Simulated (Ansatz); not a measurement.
System: HOCl, charge 1, doublet. HOCl+ (parent SMILES ClO, doublet).
B3LYP-D3(BJ)/def2-TZVP minimum from Ansatz (an electronic-structure program):
```
O
H 1 0.9943
Cl 1 1.5802 2 110.10
```
Charge +1, spin multiplicity 2.

Total energies in aug-cc-pV(D+d)Z, 13 correlated electrons, 6 frozen orbitals. UHF or UKS for unpaired electrons; spin-orbit terms are left out. Cores are frozen in correlated methods. No relativity.

| method | program | energy (Eh) | minus CCSDT(Q) (mEh) |
|---|---|---|---|
| HF | Ansatz | -534.50529 | 375.70 |
| MP2 | Ansatz | -534.84688 | 34.11 |
| CCSD | Ansatz | -534.86601 | 14.98 |
| CCSD(T) | Ansatz | -534.87876 | 2.24 |
| CCSDT(Q) | Ansatz | -534.88099 | 0.00 |

Rough core times of Ansatz's runs on a shared machine: CCSD(T) 30 s, CCSDT(Q) 5 min.
